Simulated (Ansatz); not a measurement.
**Europium, bcc: convergence with the k-point mesh**

Computed with Ansatz, LDA, scalar-relativistic PAW, on the relaxed cell (a = 4.109 Å; ferromagnetic, net 7.16 μB per atom). Errors count from a run at 420 eV on a Γ-centred 14×14×14 mesh with Fermi-Dirac smearing of 0.05 eV, extrapolated to zero width. Fixed here: cutoff 420 eV, Fermi-Dirac width 0.05 eV.

```json
{"k-mesh": "2×2×2", "E(σ→0) error (meV/atom)": "-1103.4", "P (GPa)": "-12.20", "sphere moment (μB)": "6.71", "SCF iterations": "14"}
{"k-mesh": "3×3×3", "E(σ→0) error (meV/atom)": "102.2", "P (GPa)": "-1.43", "sphere moment (μB)": "7.00", "SCF iterations": "17"}
{"k-mesh": "4×4×4", "E(σ→0) error (meV/atom)": "26.8", "P (GPa)": "0.49", "sphere moment (μB)": "6.86", "SCF iterations": "17"}
{"k-mesh": "5×5×5", "E(σ→0) error (meV/atom)": "-16.8", "P (GPa)": "0.00", "sphere moment (μB)": "6.92", "SCF iterations": "17"}
{"k-mesh": "7×7×7", "E(σ→0) error (meV/atom)": "7.9", "P (GPa)": "-0.06", "sphere moment (μB)": "6.94", "SCF iterations": "16"}
{"k-mesh": "9×9×9", "E(σ→0) error (meV/atom)": "-2.6", "P (GPa)": "-0.13", "sphere moment (μB)": "6.93", "SCF iterations": "20"}
{"k-mesh": "12×12×12", "E(σ→0) error (meV/atom)": "-2.0", "P (GPa)": "-0.07", "sphere moment (μB)": "6.92", "SCF iterations": "16"}
{"k-mesh": "16×16×16", "E(σ→0) error (meV/atom)": "-1.0", "P (GPa)": "-0.07", "sphere moment (μB)": "6.93", "SCF iterations": "20"}
```

Within 5 meV/atom of the last row: from 9×9×9 on.
